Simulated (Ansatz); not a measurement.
This script drives the Python package of Ansatz (0.2.0).

The script, `pa_ch3fs.py`:
```python
# -*- coding: utf-8 -*-
"""Adding a proton to CH3FS."""

import warnings

import ansatz as az
import numpy as np

warnings.simplefilter("ignore", az.DeckWarning)

geometry_ang = [
    ("F", (0.7018, 0.1659, -1.2105)),
    ("C", (-0.0637, -0.4261, -0.2576)),
    ("S", (-0.8095, 0.8007, 0.8376)),
    ("H", (0.6917, -1.0714, 0.288)),
    ("H", (-0.8411, -1.0244, -0.7513)),
    ("H", (0.3628, 1.4913, 1.0477)),
]
molecule = az.Crystal.molecule()
for symbol, xyz in geometry_ang:
    molecule = molecule.atom(symbol, xyz)

setup = molecule.calculation()
setup = setup.basis(gaussian="def2-SVP").functional("PBE0")
symbols = [site.symbol for site in molecule.cartesian_sites]
start = np.array([site.position_ang for site in molecule.cartesian_sites], dtype=float)
report = setup.relax(force_tolerance=0.01, max_steps=100).run().report
end = np.array(report["positions_ang"])

# start the new hydrogen opposite the existing bonds
away = sum((end[2] - end[j]) / np.linalg.norm(end[2] - end[j]) for j in [1, 5]) + np.array([0.15, 0.1, -0.2])
proton = end[2] + 1.4 * away / np.linalg.norm(away)
acid = az.Crystal.molecule()
for symbol, place in zip(symbols, end):
    acid = acid.atom(symbol, place.tolist())
acid = acid.atom("H", proton.tolist())
protonated = (
    acid.calculation()
    .basis(gaussian="def2-SVP")
    .functional("PBE0")
    .charge(1)
    .relax(force_tolerance=0.01, max_steps=80)
)
after = protonated.run().report
xyz = np.array(after["positions_ang"])
reach = np.linalg.norm(xyz[:-1] - xyz[-1], axis=1)
print(f"base {report['free_energy_ev']:.5f} eV, protonated {after['free_energy_ev']:.5f} eV")
print(f"the proton ends {reach.min():.3f} A from {symbols[reach.argmin()]}{reach.argmin()}")
print(f"electronic proton affinity {(report['free_energy_ev'] - after['free_energy_ev']):.3f} eV")
```

It is started by `python pa_ch3fs.py`. Estimate its wall time and peak memory on 1 thread of Arm Neoverse V1, with other jobs on the host.

It took about 33 s, with a peak of 0.21 GiB, for 2 runs of the engine.

Running `python pa_ch3fs.py` prints:
```text
base -14623.78380 eV, protonated -14631.67726 eV
the proton ends 1.362 A from S2
electronic proton affinity 7.893 eV
```

Total energies depend on the basis set; only differences at equal settings carry meaning. The proton is put on one chosen atom, which needn't be the most basic site, so the molecule's proton affinity can be higher; the ends are stationary points, not checked by frequencies, and zero-point and thermal terms count only where printed.
